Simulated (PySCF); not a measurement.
**BH₃ + 2 Cl₂ → BCl + 3 HCl**

Level: PBE in the def2-TZVP basis family, all electrons, no relativity, computed in PySCF with density fitting; open shells unrestricted.

| species | state and structure | ZPE (kJ/mol) | H(298 K) − H(0) (kJ/mol) | S° (J/(mol K)) |
| --- | --- | --- | --- | --- |
| BH₃ | singlet, D3h, B–H 1.199 Å (×3) | 67.1 | 10.1 | 188.7 |
| Cl₂ | singlet, D∞h, Cl–Cl 2.008 Å | 3.2 | 9.2 | 223.0 |
| BCl | singlet, C∞v, B–Cl 1.732 Å | 4.8 | 8.9 | 213.4 |
| HCl | singlet, C∞v, H–Cl 1.289 Å | 17.3 | 8.7 | 186.8 |

Q: Is the gas-phase reaction uphill or downhill in electronic energy at this level, and by how much?

A: At PBE/def2-TZVP, ΔE = -147.5 kJ/mol, downhill. 

Q: Add zero-point, thermal and entropy terms for 298.15 K and 1 bar.

A: ΔZPE = -16.8 and Δ[H(298) − H(0)] = 6.5 kJ/mol give ΔH° = -157.8 kJ/mol. ΔS° = 139.1 J/(mol K), so ΔG° = -157.8 − 298.15 × (0.1391) = -199 kJ/mol.

Each species is the lowest minimum found with this bonding; other isomers or fragments can lie lower.
